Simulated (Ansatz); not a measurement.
```yaml
crystal:
  periodic: [false, false, false]
  atoms:
    - {symbol: N, position_ang: [-1.773377, -0.163972, -0.001921]}
    - {symbol: Ga, position_ang: [0.024695, 0.044571, 0.000383]}
    - {symbol: N, position_ang: [1.820443, -0.105931, -0.000339]}
    - {symbol: H, position_ang: [-2.362274, 0.667564, 0.004906]}
basis:
  gaussian: {orbitals: def2-TZVP}
magnetization: {spin_polarized: true, initial_magnetization: 2}
hamiltonian: {xc: pbe0}
relax: {f_tol: 0.004, max_steps: 80}
```

```sh
$ ansatz run in.yaml --threads 1 --pin off --events-out ev --progress --plain --max-ram 2176MiB
```

Steps of the relaxation (energy above the last step; positions in Å, forces in eV/Å):

```
4
step 1, 128.2 meV
N    -1.773   -0.164   -0.002    1.871   -0.075    0.000
Ga    0.025    0.045    0.000   -2.411   -0.061   -0.001
N     1.820   -0.106    0.000    0.351   -0.032    0.000
H    -2.362    0.668    0.005    0.189    0.169    0.001
```

```
4
step 2, 38.3 meV
N    -1.758   -0.179   -0.002    1.053    0.091    0.001
Ga   -0.011    0.041    0.000   -1.579   -0.075   -0.001
N     1.795   -0.095    0.000    0.460   -0.032    0.000
H    -2.316    0.675    0.005    0.066    0.016    0.000
```

```
4
step 3, 5.8 meV
N    -1.744   -0.187   -0.002   -0.372    0.111    0.001
Ga   -0.056    0.036    0.000    0.488    0.004    0.000
N     1.793   -0.086    0.000   -0.048   -0.006    0.000
H    -2.283    0.680    0.005   -0.068   -0.109   -0.001
```

```
4
step 4, 1.5 meV
N    -1.747   -0.182   -0.002    0.077    0.084    0.001
Ga   -0.044    0.039    0.000   -0.068   -0.018    0.000
N     1.798   -0.091    0.000    0.018   -0.010    0.000
H    -2.297    0.676    0.005   -0.027   -0.055    0.000
```

```
4
step 5, 0.9 meV
N    -1.740   -0.177   -0.002   -0.050    0.186    0.002
Ga   -0.041    0.053    0.000    0.010   -0.028    0.000
N     1.804   -0.102    0.000   -0.043    0.006    0.000
H    -2.314    0.669    0.005    0.083   -0.164   -0.001
```

```
4
step 8, 0.0 meV
N    -1.734   -0.168   -0.002   -0.001    0.000    0.000
Ga   -0.038    0.055    0.000    0.000    0.001    0.000
N     1.803   -0.106    0.000    0.001    0.000    0.000
H    -2.322    0.662    0.005    0.000    0.000    0.000
```

Close pairs at the end: N1–H4 1.017 Å, N1–Ga2 1.711 Å, Ga2–N3 1.848 Å.

A stationary point of unrestricted PBE0 after 8 steps, with ⟨S²⟩ = 2.048 against 2.00 for a pure state; no frequencies were run, so it isn't proven a minimum. 30 s on 1 thread of Intel Xeon 6975P-C, shared host.
